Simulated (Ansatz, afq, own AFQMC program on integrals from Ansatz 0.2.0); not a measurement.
Atomization energy of SiH2, singlet

```xyz
3

Si   -0.4939    0.4712   -0.2148
H     0.8452    0.5822    0.5255
H    -0.3513   -1.0533   -0.3107
```

Atoms in their ground-state spins without spin–orbit coupling (mostly on UHF) minus the molecule (RHF), without zero-point energy. The geometry is a stationary point, not shown to be a minimum.

Basis def2-TZVP. Noble-gas cores (and the filled d shells of Ga–Kr and In–Xe) are frozen. Ansatz 0.2.0 and our own AFQMC program on the same integrals; the CISD trial comes from CCSD amplitudes, and released means the phaseless constraint is let go. Uncertainties: one standard error, sampling alone. The errors of all members are added in quadrature.

No full CI on the walks' own integrals is used here; CCSDTQ serves as the reference and is uncertain by about the last step of the cluster series. Each member takes its own surest rung, up to full CI.

The best estimate is CCSD(T) at the basis-set limit (CBS: def2-TZVPP and def2-QZVPP, with their diffuse functions for anions and beside diffuse sets, CCSD(T) itself extrapolated) plus the step from CCSD(T) to CCSDTQ in def2-TZVP. Rows without CBS are in def2-TZVP; B2PLYP and the wave-function rows carry a basis error of their own. Core correlation and relativity beyond core potentials are missing, and ± holds the sampling alone.

Cautions: SiH₂ (singlet): restricted determinant unstable towards unrestricted (UHF 109 meV lower, ⟨S²⟩ 0.41), the released energies are still falling, so no released level is given (meV from the phaseless value at times in 1/Eh: -1.1 ± 1.6 at 0.24, -2.3 ± 1.3 at 0.51, -4.5 ± 1.5 at 0.99, -6.8 ± 1.2 at 1.62, -8.5 ± 1.8 at 2.40), though the last usable value meets CCSDTQ within the noise, the ph-AFQMC/CISD walk drifts between its halves (2.5 errors).

Best estimate: 154.0 kcal/mol.

| level | atomization energy (kcal/mol) | error against the best estimate (kcal/mol) |
| --- | --- | --- |
| HF | 109.9 | -44.0 |
| MP2 | 139.7 | -14.3 |
| CCSD | 145.9 | -8.1 |
| CCSD(T) | 146.6 | -7.4 |
| CCSDT | 146.6 | -7.4 |
| CCSDT(Q) | 146.6 | -7.3 |
| ph-AFQMC/CISD | 146.6 ± 0.05 | -7.4 ± 0.05 |
| HF/CBS | 110.4 | -43.6 |
| MP2/CBS | 147.7 | -6.2 |
| CCSD(T)/CBS | 153.9 | -0.1 |
| PBE | 148.0 | -6.0 |
| PBE0 | 147.2 | -6.8 |
| B3LYP | 153.6 | -0.4 |
| wB97M-V | 155.2 | 1.2 |
| B2PLYP | 149.6 | -4.3 |
| surest rungs in def2-TZVP | 146.7 | -7.3 |

Correlation beyond CCSD(T) adds 0.1 kcal/mol. Going to the basis-set limit adds 7.3 kcal/mol at CCSD(T). The perturbative (T) step is worth +0.7 kcal/mol. The functionals spread over 8.0 kcal/mol; B3LYP and wB97M-V come nearest and PBE0 is 6.8 kcal/mol too low.

Best estimates are given only where the step beyond CCSD(T) is under 0.3 eV and no member's determinant is very poor (T1 over 0.05, or 0.07 for open shells, ⟨S²⟩ too high by 0.3, two states mixed), so the hardest cases are missing from such tables.

The functionals ran in a triple-zeta set and keep a basis error of their own, a few kJ/mol for each bond in atomization energies and more for double hybrids, so close places among them and the extrapolated levels can swap.

CCSDT and higher add their correlation energy to the determinant of the CCSD(T) run, since their own runs factorise the integrals more tightly (a shift of under 2 meV). Each member of a difference takes its own highest rung, so a best estimate needn't equal the limit plus the step of one row. A walk keeps the symmetry of its determinant, which the program's search chose and which needn't be the lowest solution, so a lower state of the same spin and another symmetry isn't excluded.
